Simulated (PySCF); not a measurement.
# Stretching P₂⁺

Set-up: basis P aug-pcseg-1; no relativity; PySCF 2.14. Energies in eV from P⁺ + P in their ground configurations at the same level. State: ²Πu (doublet), unpaired electrons π ↑.

All columns are PBE0.

| R (Å) | E (eV) | HOMO (eV) | LUMO (eV) | Mayer bond order | ⟨S²⟩ |
| --- | --- | --- | --- | --- | --- |
| 1.704 | -3.017 | -15.53 | -13.69 | 1.55 | 0.75 |
| 1.783 | -3.972 | -15.54 | -13.35 | 1.62 | 0.75 |
| 1.862 | -4.499 | -15.43 | -13.05 | 1.71 | 0.75 |
| 1.922 | -4.686 | -15.19 | -12.84 | 1.78 | 0.75 |
| 1.981 | -4.739 | -14.96 | -12.64 | 1.85 | 0.75 |
| 2.040 | -4.690 | -14.75 | -12.46 | 1.92 | 0.75 |
| 2.120 | -4.504 | -14.48 | -12.24 | 2.01 | 0.75 |
| 2.219 | -4.143 | -14.19 | -11.99 | 2.12 | 0.75 |
| 2.338 | -3.599 | -13.88 | -11.72 | 2.23 | 0.75 |
| 2.496 | -2.795 | -13.53 | -11.42 | 2.34 | 0.75 |

The state was picked by a PBE0 search and need not be the measured ground state.
